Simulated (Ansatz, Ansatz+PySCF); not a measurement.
```xyz
4

N     0.0000    0.0001   -0.5666
N     0.0000   -0.0001    0.5666
H     0.0000    0.9161   -0.8410
H     0.0000   -0.9161    0.8410
```

RHF-MP2 on singlet N₂H₂ was run in several spherical basis sets with Ansatz (development build ahead of 0.2.0). Frozen core: 2 orbitals. Caution for RHF-MP2: no unrestricted run beside it, a lower state can exist.

Problem. Rank the basis sets by the total energy that they give, lowest first, with the distance from the lowest.
A. cc-pVDZ
B. cc-pVTZ
C. def2-TZVP
D. 6-31G(d)
E. def2-SVP

Solution. B (0.00 eV), C (0.11 eV), A (3.21 eV), D (3.96 eV), E (5.76 eV).

Totals follow the description of the cores as much as that of the bonds, so this order isn't one of quality for chemistry.
